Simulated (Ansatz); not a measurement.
Calculated with Ansatz (gas phase, PBE0-D4/def2-TZVP geometries, no zero-point term in ΔE). CCSD(T)/CBS adds triple-zeta CCSD(T) − MP2 to the extrapolated MP2 energy (def2 sets, frozen cores). This one scheme is used for every species. Functionals use def2-TZVPP. B3LYP here is the variant with VWN-RPA as its local correlation; programs differ in this. Each species was taken in one conformer, which may not be the lowest.

`CCNC` + CH₃NH₂ → `CNCNC` + CH₄  (substitution at a C–C bond)

Task: Is it downhill or uphill in electronic energy at CCSD(T)/CBS, and by how much? (Estimate.)

Result: Computed: Uphill: ΔE = +0.06 eV.

Task: What do these levels give: PBE-D4, PBE0-D4, PBE0, B3LYP, MP2/def2-TZVPP, SCS-MP2/def2-TZVPP? (An estimate is asked.)

Result: Ansatz gave: PBE-D4 0.02, PBE0-D4 0.04, PBE0 0.06, B3LYP 0.06, MP2/def2-TZVPP 0.04, SCS-MP2/def2-TZVPP 0.05 eV.

Largest T1 diagnostic among the species: 0.009.

The D4 term adds −0.04 eV with B3LYP and −0.03 eV with PBE0; it sums over pairs of atoms, weighted by their polarisabilities, and B3LYP, whose exchange is more repulsive, gets the larger term. In def2-TZVPP, CCSD(T) changes the Hartree–Fock value by −0.05 eV (the triples alone add −0.02 eV) and MP2 by −0.05 eV.
